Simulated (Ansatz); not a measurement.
Two shapes of singlet C3H4.

Shape 1:

```xyz
7

C     0.0000    0.0000   -1.3078
C     0.0000    0.0000    0.0000
C     0.0000    0.0000    1.3078
H     0.0000   -0.9368   -1.8749
H     0.0000    0.9368   -1.8749
H    -0.9368    0.0000    1.8749
H     0.9368    0.0000    1.8749
```

Shape 2:

```xyz
7

C     0.0000    0.0000   -1.2031
C     0.0000    0.0000    0.0000
C     0.0000    0.0000    1.2031
H     0.0000   -0.8618   -1.7249
H     0.0000    0.8618   -1.7249
H    -0.8618    0.0000    1.7249
H     0.8618    0.0000    1.7249
```

Basis set: cc-pVTZ (spherical functions). Correlated methods keep 3 orbitals frozen. Charge 0, multiplicity 1.

Computed with Ansatz (development build ahead of 0.2.0); each method stands on the lowest determinant of its kind that the runs found.

Q: Which shape is lower in energy, and by how much in each method?

A:

```csv
method,E(2) − E(1) (eV)
RHF,1.040
RHF-MP2,1.327
```

Shape 1 is lower. Caution: no unrestricted run beside it, a lower state can exist.
